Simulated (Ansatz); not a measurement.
## NNa (charge -1): a scan of the bond length, step by step

Program: Ansatz 0.2.0, Python API.

Input file `nna.xyz`:
```text
2

Na    0.00000    0.00000    0.00000
N     0.00000    0.00000    2.33000
```

Notebook, run cell by cell (the value of a cell's last expression is shown):

In [1]:
```python
import ansatz as az
import numpy as np
```

In [2]:
```python
BASIS_SET = "def2-SVP"
FUNCTIONAL = "pbe"
DISPERSION = "d4"
NET_CHARGE = -1
```

In [3]:
```python
geometry = az.Crystal.molecule_from_extxyz("nna.xyz")

symbols = [site.symbol for site in geometry.cartesian_sites]
start = np.array([site.position_ang for site in geometry.cartesian_sites])
axis = (start[1] - start[0]) / np.linalg.norm(start[1] - start[0])
moving = [1]
lengths, energies = [1.98, 2.14, 2.33, 2.56, 2.91, 3.5, 4.19, 5.13], []
for length in lengths:
    xyz = start.copy()
    xyz[moving] += (length - np.linalg.norm(start[1] - start[0])) * axis
    point = az.Crystal.molecule()
    for symbol, place in zip(symbols, xyz):
        point = point.atom(symbol, place.tolist())
    calculation = (
        point.calculation()
        .basis(gaussian=BASIS_SET)
        .functional(FUNCTIONAL, dispersion=DISPERSION)
        .charge(NET_CHARGE)
        .spin("collinear", total=1)
    )
    report = calculation.run().report
    energies.append(report["free_energy_ev"])
    print(f"r = {length:6.3f} A  E = {energies[-1]:.5f} eV  <S^2> = {abs(report['mean_field']['state']['spin_squared']):.3f}")
```
```text
r =  1.980 A  E = -5894.26229 eV  <S^2> = 1.632
r =  2.140 A  E = -5894.37987 eV  <S^2> = 1.653
r =  2.330 A  E = -5894.43288 eV  <S^2> = 1.756
r =  2.560 A  E = -5894.35766 eV  <S^2> = 1.755
r =  2.910 A  E = -5894.17130 eV  <S^2> = 1.754
r =  3.500 A  E = -5893.81949 eV  <S^2> = 1.752
r =  4.190 A  E = -5893.53013 eV  <S^2> = 1.757
r =  5.130 A  E = -5893.33554 eV  <S^2> = 1.759
```

In [4]:
```python
print("energy above the lowest point (eV):", [round(e - min(energies), 3) for e in energies])
```
```text
energy above the lowest point (eV): [0.171, 0.053, 0.0, 0.075, 0.262, 0.613, 0.903, 1.097]
```

The lowest point is at 2.330 Å. At the shortest distance (1.98 Å) the energy is 0.17 eV higher, at the longest (5.13 Å) 1.10 eV.

Caveats:
- Total energies depend on the basis set; only differences at equal settings carry meaning.
- The basis set is modest, and single-reference methods fail as a bond breaks.
- The species is open-shell (spin multiplicity 2).
- The expectation value of S² is noticeably off S(S+1) in at least one run, so that state is spin-contaminated.
- For an odd-electron ion, approximate functionals spread the charge over both fragments and lower the stretched end too much.
- The spin state was assumed, and another may lie lower.
- Anions want diffuse functions, which this basis lacks.
- Wall time of the script: 55 s on 1 thread of Arm Neoverse V1, on a shared host, peak memory 0.17 GiB.
